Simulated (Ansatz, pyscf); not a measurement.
O=B–OH + H atom (H•) → water (H₂O) + [B=O]•, a substitution at O on the doublet surface: B–O broken, H–O formed. PySCF, gas phase, ωB97X-D3(BJ)/def2-SVP geometries. Wave-function energies: Ansatz (a program for electronic structure), frozen core, RHF or UHF references. In kcal/mol, from the separated reactants.

Cost: rough CPU time of the saddle's run relative to CCSD(T)/cc-pV(D+d)Z, from one job on a shared machine, with the HF step and its search for lower states.

```tsv
level	barrier	reaction energy	cost
B3LYP-D3(BJ)/def2-TZVP	26.15	+23.89	–
ωB97X-D3(BJ)/def2-TZVP	35.38	+26.26	–
CCSD(T)/cc-pV(D+d)Z	37.44	+22.30	1
CCSDT(Q)/cc-pV(D+d)Z	37.07	+21.89	73
CCSD(T)/cc-pV(T+d)Z	34.06	+21.00	9
CCSD(T)/cc-pV(Q+d)Z	33.57	+20.34	–
```

In cc-pV(D+d)Z, going from CCSD(T) to CCSDT(Q) shifts the barrier by -0.37 and the reaction energy by -0.41 kcal/mol. With HF in the quadruple-zeta basis and the correlation energy extrapolated as X⁻³ from X = 3, 4, CCSD(T) gives 33.78 and +20.41; adding the double-zeta shift gives ΔE‡ = 33.41 and ΔE = +20.00 kcal/mol, without core correlation, relativity or geometry relaxation at these levels. On the product side the descent ends in a bound adduct, 9.91 kcal/mol under the separated species and 19.02 kcal/mol under the saddle at ωB97X-D3(BJ)/def2-TZVP. The same reactants have a lower exit, to [HO–B–OH]• (barrier +14.31 kcal/mol at ωB97M-D3(BJ)/def2-TZVP, against +32.50 kcal/mol here). One saddle was located; it need not be the lowest between these sides. The angle at the attacked O is 128°.
